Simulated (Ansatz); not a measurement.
All values below come from PBE0-D3(BJ)/def2-TZVP (Ansatz, a first-principles code). No frequencies were computed at this level.

Ansatz 0.2 input:
```yaml
crystal:
  periodic: [false, false, false]
  atoms:
    - { symbol: C, position_ang: [-0.151206, -0.001758, -0.00591] }
    - { symbol: Cl, position_ang: [1.624548, 0.018885, 0.063502] }
    - { symbol: H, position_ang: [-0.521688, -0.469621, 0.900922] }
    - { symbol: H, position_ang: [-0.45088, -0.570972, -0.880375] }
    - { symbol: H, position_ang: [-0.500774, 1.023466, -0.078138] }
basis:
  gaussian: { orbitals: def2-tzvp }
hamiltonian:
  xc: pbe0
  dispersion: d3bj
relax:
  max_steps: 150
```

Output:

```
Functional definition: PBE0
580 factors; their error is unknown
mean field evaluation 1: about -13601.0928 eV, gradient 3.5e1 eV
mean field evaluation 2: about -13599.9118 eV, gradient 4.0e1 eV
mean field evaluation 4: about -13603.8913 eV, gradient 7.8e-1 eV
mean field evaluation 8: about -13603.9239 eV, gradient 2.4e-1 eV
mean field evaluation 16: about -13603.9240 eV, gradient 5.8e-5 eV
mean field -13603.92402177 eV, -499.9349867290 hartree, gradient 5.8e-5 eV, S^2 0.000000; 0 other end points of the search recorded, 0 dependent functions left out
reference -13603.92404278 eV, -499.9349875011 hartree; 13, 13 occupied and 73, 73 virtual orbitals, 580 factors
relax step   1: F+E_penalty+E_count = -13603.97328715 eV  Δ(F+E_penalty+E_count) = +0.000e0 eV  max|allowed force component| = 1.876e-1 eV/Å  Δτ_max = 0.0000 Å  (25 SCF iters, accepted)
these checks for a lower state are left out or cut short: starts, cluster_reference, orbital_swaps, neighbouring_geometries, increment
580 factors; their error is unknown
mean field -13603.92447428 eV, -499.9350033586 hartree, gradient 1.1e-5 eV, S^2 0.000000; 0 other end points of the search recorded, 0 dependent functions left out
reference -13603.92449530 eV, -499.9350041310 hartree; 13, 13 occupied and 73, 73 virtual orbitals, 580 factors
relax step   2: F+E_penalty+E_count = -13603.97373204 eV  Δ(F+E_penalty+E_count) = -4.449e-4 eV  max|allowed force component| = 9.921e-2 eV/Å  Δτ_max = 0.0028 Å  (30 SCF iters, accepted)
these checks for a lower state are left out or cut short: starts, cluster_reference, orbital_swaps, neighbouring_geometries, increment
580 factors; their error is unknown
mean field evaluation 32: about -13603.9246 eV, gradient 1.1e-5 eV
mean field -13603.92458319 eV, -499.9350073610 hartree, gradient 1.1e-5 eV, S^2 0.000000; 0 other end points of the search recorded, 0 dependent functions left out
reference -13603.92460422 eV, -499.9350081337 hartree; 13, 13 occupied and 73, 73 virtual orbitals, 580 factors
relax step   3: F+E_penalty+E_count = -13603.97384769 eV  Δ(F+E_penalty+E_count) = -1.156e-4 eV  max|allowed force component| = 3.816e-2 eV/Å  Δτ_max = 0.0028 Å  (30 SCF iters, accepted)
these checks for a lower state are left out or cut short: starts, cluster_reference, orbital_swaps, neighbouring_geometries, increment
580 factors; their error is unknown
mean field -13603.92462151 eV, -499.9350087694 hartree, gradient 1.1e-5 eV, S^2 0.000000; 0 other end points of the search recorded, 0 dependent functions left out
reference -13603.92464254 eV, -499.9350095420 hartree; 13, 13 occupied and 73, 73 virtual orbitals, 580 factors
relax step   4: F+E_penalty+E_count = -13603.97388139 eV  Δ(F+E_penalty+E_count) = -3.369e-5 eV  max|allowed force component| = 1.378e-3 eV/Å  Δτ_max = 0.0014 Å  (30 SCF iters, accepted)
580 factors; their error is unknown
mean field -13603.92462151 eV, -499.9350087694 hartree, gradient 1.1e-5 eV, S^2 0.000000; 1 other end points of the search recorded, 0 dependent functions left out
reference -13603.92464254 eV, -499.9350095420 hartree; 13, 13 occupied and 73, 73 virtual orbitals, 580 factors
Total energy: -13603.97390241 eV, -499.9368198089 hartree
Atom 0 at    -0.145888    -0.001696    -0.005701 Å, force    -0.000815    -0.000009    -0.000032 eV/Å
Atom 1 at     1.625697     0.018898     0.063546 Å, force    -0.001378    -0.000016    -0.000054 eV/Å
Atom 2 at    -0.523827    -0.469390     0.900328 Å, force     0.000695    -0.000535     0.001105 eV/Å
Atom 3 at    -0.453056    -0.570684    -0.879982 Å, force     0.000779    -0.000653    -0.000979 eV/Å
Atom 4 at    -0.502925     1.022871    -0.078190 Å, force     0.000719     0.001213    -0.000041 eV/Å
Dipole moment:    -0.399088    -0.004639    -0.015600 e Å
```

Cost: around 8 core-seconds (rough).
